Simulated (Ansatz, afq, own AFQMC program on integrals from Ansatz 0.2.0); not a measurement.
## CH$_{3}$Cl, triplet in cc-pVTZ, levels against AFQMC with the constraint released

| atom | x (Å) | y (Å) | z (Å) |
| --- | --- | --- | --- |
| Cl | -0.7844 | 0.0000 | 0.0000 |
| H | 0.6606 | 0.0000 | 0.0000 |
| C | 1.8756 | 0.0000 | 0.0000 |
| H | 2.2901 | 0.0000 | 0.9962 |
| H | 2.2901 | 0.0000 | -0.9962 |

Connectivity, by distances: Cl ··· CH2, 1 bridging H.

Basis cc-pVTZ. Only valence electrons are correlated. Ansatz 0.2.0 and our own AFQMC program on the same integrals; the CISD trial comes from CCSD amplitudes, and released means the phaseless constraint is let go. Error bars are statistical, one sigma.

Determinant: UHF, the one that the program's search chose, which needn't be the lowest solution. The geometry is a point of a scan.

No full CI on the walks' own integrals is used here. The released AFQMC energy serves as the reference, which it does only where one determinant dominates, the energy is flat over the last release times and near the phaseless one (40 meV or 2 meV an electron, half that with transition metals). On small molecules, where full CI could be run and the noise was under 10 meV, such values lay within 10 meV of it in 19 cases of 20, a flattering rate, since the rule was set on those same cases; what remains of the bias isn't in the error bar.

Cautions: lower spins were not checked; the released value is read at 1.62 1/Eh, later times being too noisy (meV from the phaseless value at times in 1/Eh: -4 ± 4 at 0.24, -8 ± 4 at 0.51, -13 ± 5 at 0.99, -16 ± 9 at 1.62, -29 ± 14 at 2.40).

```
T1 diagnostic                               : 0.0131
weight of the determinant in the CISD state : 0.867
⟨S²⟩ of the determinant                     : 2.046
size of the correlated space                : 14 electrons in 100 orbitals
```

Reference: AFQMC with the constraint released, correlation energy -10.661 ± 0.009 eV.

```csv
level,E − E(reference) (mEh),share of correlation (%)
HF,391.78 ± 0.31,0.00
MP2,54.07 ± 0.31,86.20
CCSD,15.06 ± 0.31,96.16
CCSD(T),1.62 ± 0.31,99.59
ph-AFQMC/CISD,0.59 ± 0.36,99.85
```

A walk keeps the symmetry of its determinant, which the program's search chose and which needn't be the lowest solution, so a lower state of the same spin and another symmetry isn't excluded. Released energies are given only where the last usable release times agree within the noise; a slower fall can still hide under it.
